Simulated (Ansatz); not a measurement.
**CF2 (SMILES F[C]F): levels of theory compared**

We compute a comparison of 6 runs (UHF/STO-3G, HSE06/STO-3G, UB3LYP/STO-3G, wB97X/STO-3G, UMP2/STO-3G, CCSD(T)/STO-3G) of CF2. 

The calculation is run with Ansatz 0.2.0.

40 further runs of the same task are left out: 4 that didn't finish, 36 set aside as unsound or not needed.

**1. The structure to begin with**

CF2 has 3 atoms, charge 0, and is taken as a singlet. SMILES: `F[C]F`. The C2–F1 distance was set to 3.299 Å, away from the relaxed value. At this shape a bond of the SMILES string is far longer than usual.

Bond lengths: C2–F3 1.320 Å.

**2. A single-point energy at UHF/STO-3G (run 1)**

The input, molecule.yaml:

```yaml
crystal:
  periodic: [false, false, false]
  atoms:
    - {symbol: F, position_ang: [0.502118, 2.990224, 0.607324]}
    - {symbol: C, position_ang: [0.326820, -0.272180, 0.149730]}
    - {symbol: F, position_ang: [-0.723760, -0.760620, -0.482500]}
basis:
  gaussian:
    orbitals: STO-3G
magnetization:
  spin_polarized: true
hamiltonian:
  xc: hf
accuracy: high
```

On the command line:

```console
$ ansatz run molecule.yaml --threads 1 --pin off --max-ram 2610MiB --events-out events.jsonl --progress --plain --runs-dir runs
```

Log:

```text
Warning: RAYON_NUM_THREADS=1 ignored (pool sized by the plan → 1); use --threads N
Functional definition: HF
  name "HF"
  exchange = exact_x
  correlation = 0
225 factors; integrals over basis functions are off by at most 3.4e-8 eV
mean field evaluation 1: about -6333.2088 eV, gradient 1.3e1 eV
mean field evaluation 2: about -6333.2350 eV, gradient 1.3e1 eV
mean field evaluation 4: about -6334.0665 eV, gradient 7.8e0 eV
mean field evaluation 8: about -6198.0619 eV, gradient 1.6e1 eV
mean field evaluation 16: about -6339.9924 eV, gradient 1.2e-2 eV
mean field evaluation 32: about -6333.9766 eV, gradient 7.0e0 eV
mean field evaluation 64: about -6348.1596 eV, gradient 4.6e-1 eV
mean field evaluation 96: about -6348.1575 eV, gradient 1.5e-2 eV
mean field evaluation 128: about -6347.9918 eV, gradient 3.4e0 eV
mean field evaluation 160: about -6348.1601 eV, gradient 2.8e-2 eV
mean field evaluation 192: about -6348.1519 eV, gradient 1.3e-1 eV
mean field evaluation 224: about -6348.1583 eV, gradient 1.1e-2 eV
mean field evaluation 256: about -6348.1642 eV, gradient 3.1e-1 eV
mean field evaluation 288: about -6341.3946 eV, gradient 2.7e0 eV
mean field evaluation 320: about -6197.1810 eV, gradient 2.0e1 eV
mean field -6348.16587101 eV, -233.2907928182 hartree, gradient 5.4e-8 eV, S^2 1.003329; 6 other end points of the search recorded, 0 dependent functions left out
reference -6348.16587101 eV, -233.2907928182 hartree; 12, 12 occupied and 3, 3 virtual orbitals, 225 factors
Total energy: -6348.16587101 eV, -233.2907928182 hartree
```

Wall time 0.32 s (1 thread of Arm Neoverse V1, shared host).

**3. A single-point energy at HSE06/STO-3G (run 2)**

The input, input.yaml:

```yaml
crystal:
  periodic: [false, false, false]
  atoms:
    - {symbol: F, position_ang: [0.502118, 2.990224, 0.607324]}
    - {symbol: C, position_ang: [0.326820, -0.272180, 0.149730]}
    - {symbol: F, position_ang: [-0.723760, -0.760620, -0.482500]}
basis:
  gaussian:
    orbitals: STO-3G
total_charge: 0
hamiltonian:
  xc: hse06
accuracy: high
```

On the command line:

```console
$ ansatz run input.yaml --threads 1 --pin off --max-ram 2610MiB --events-out events.jsonl --progress --plain --runs-dir runs
```

Log:

```text
Warning: RAYON_NUM_THREADS=1 ignored (pool sized by the plan → 1); use --threads N
Functional definition: HSE06
  name "HSE06"
  parameter a = 0.25
  parameter omega = 0.11/bohr
  exchange = pbe_x - a*pbe_x_sr(omega) + a*exact_x_sr(omega)
  correlation = pbe_c
225 factors; integrals over basis functions are off by at most 3.4e-8 eV
46 factors; integrals over basis functions are off by at most 4.6e-10 eV
mean field evaluation 1: about -6352.6886 eV, gradient 1.2e1 eV
mean field evaluation 2: about -5943.3055 eV, gradient 1.1e1 eV
mean field evaluation 4: about -6352.0123 eV, gradient 1.6e1 eV
mean field evaluation 8: about -6362.8005 eV, gradient 5.8e0 eV
mean field evaluation 16: about -6362.9588 eV, gradient 8.4e-9 eV
mean field evaluation 32: about -6357.9636 eV, gradient 3.0e1 eV
mean field -6362.95884442 eV, -233.8344245639 hartree, gradient 3.8e-8 eV, S^2 0.000000; 4 other end points of the search recorded, 0 dependent functions left out
reference -6362.95884529 eV, -233.8344245960 hartree; 12, 12 occupied and 3, 3 virtual orbitals, 225 factors
Total energy: -6362.95884529 eV, -233.8344245960 hartree
```

Run time: 1.2 s. Hardware: 1 thread of Arm Neoverse V1, shared host.

Run 3 isn't shown in full; the table further down has it.

**4. A single-point energy at wB97X/STO-3G (run 4)**

molecule.yaml, as its differences from that of step 2:

```diff
@@ -7,8 +7,4 @@
 basis:
-  gaussian:
-    orbitals: STO-3G
-magnetization:
-  spin_polarized: true
-hamiltonian:
-  xc: hf
+  gaussian: {orbitals: STO-3G}
+hamiltonian: {xc: {name: wB97X}}
 accuracy: high
```

On the command line:

```console
$ ansatz run molecule.yaml --threads 1 --pin off --max-ram 2610MiB --events-out events.jsonl --progress --plain --runs-dir runs
```

Log (excerpt; [...] marks lines left out):

```text
Warning: RAYON_NUM_THREADS=1 ignored (pool sized by the plan → 1); use --threads N
Functional definition: wB97X
  name "wB97X"
[...]
      + exact_x_lr(omega)
[...]
      + integral(e_c_pw_opposite_spin*poly(b97_u_opposite, 1, cos1, cos2, cos3, cos4))
225 factors; integrals over basis functions are off by at most 3.4e-8 eV
119 factors; integrals over basis functions are off by at most 6.3e-10 eV
[...]
mean field -6367.12623469 eV, -233.9875733317 hartree, gradient 1.7e-8 eV, S^2 0.000000; 4 other end points of the search recorded, 0 dependent functions left out
reference -6367.12623391 eV, -233.9875733030 hartree; 12, 12 occupied and 3, 3 virtual orbitals, 225 factors
Total energy: -6367.12623391 eV, -233.9875733030 hartree
```

Run time: 3.6 s. Hardware: 1 thread of Arm Neoverse V1, shared host; peak memory 0.18 GiB.

Run 5 isn't shown in full; the table further down has it.

**5. The energy at CCSD(T)/STO-3G (run 6)**

input.yaml, as its differences from that of step 3:

```diff
@@ -9,5 +9,7 @@
     orbitals: STO-3G
-total_charge: 0
-hamiltonian:
-  xc: hse06
 accuracy: high
+correlation:
+  method: ccsd_t
+  frozen_orbitals: {C: 1, F: 1}
+scf:
+  omitted_lower_state_checks: [cluster_reference, increment]
```

On the command line:

```console
$ ansatz run input.yaml --threads 1 --pin off --max-ram 2610MiB --events-out events.jsonl --progress --plain --runs-dir runs
```

Log:

```text
Warning: RAYON_NUM_THREADS=1 ignored (pool sized by the plan → 1); use --threads N
[... 16 lines left out ...]
3 core orbitals not correlated: weight in the atoms' cores, before any rotation towards them, 1.000 or more for the frozen orbitals, at most 0.000 for the correlated occupied ones
[... 57 lines left out ...]
WARN: these amplitudes may be one of several solutions (largest doubles amplitude 0.98, level shift 20.38 eV)
Total energy: -6350.49646221 eV, -233.3764404651 hartree
Checks for a lower state left out: cluster_reference, increment
```

Wall time 0.34 s (1 thread of Arm Neoverse V1, shared host).

**6. All runs side by side**

| run | level | frozen core orbitals | energy (Eh) | wall time |
| --- | --- | --- | --- | --- |
| 1 | UHF/STO-3G | – | -233.290793 | 0.32 s |
| 2 | HSE06/STO-3G | – | -233.834425 | 1.2 s |
| 3 | UB3LYP/STO-3G | – | -234.126683 | 6.6 s |
| 4 | wB97X/STO-3G | – | -233.987573 | 3.6 s |
| 5 | UMP2/STO-3G | 3 | -233.347707 | 0.6 s |
| 6 | CCSD(T)/STO-3G | 3 | -233.376440 | 0.34 s |

**7. Results**

| quantity | value |
| --- | --- |
| run 6: total energy | -233.37644 Eh |
| run 6: correlation energy (3 core orbitals frozen) | -386.0 mEh |
| run 6: (T) correction | -20.02 mEh |
| run 6: T1 diagnostic | 0.067 |

In words: Below the UHF energy at the same shape and in the same basis (STO-3G): UMP2 -56.9 mEh; CCSD(T) -85.6 mEh. Some of these start from another determinant than that one, so these aren't their correlation energies. Totals of different functionals can't be ranked against each other. In run 6 the T1 diagnostic is large, so a single reference may not serve. In run 6 the log says that unrestricted orbitals would lower the reference, so the values rest on an unstable closed-shell determinant (other closed-shell runs at this shape may share the fault). In runs 1, 2, 3, 4, 5, 6 the basis is minimal, so the values are rough. In runs 2, 4, 6 a closed-shell determinant meets a far-stretched bond, which it describes badly. Spin contamination of the reference: run 1 ⟨S²⟩ = 1.00, run 5 ⟨S²⟩ = 1.00, run 3 ⟨S²⟩ = 0.99. Where it is this large, the reference is a mixture of spin states, and values that rest on it are in doubt. All runs together took 13 s, the longest 6.6 s.
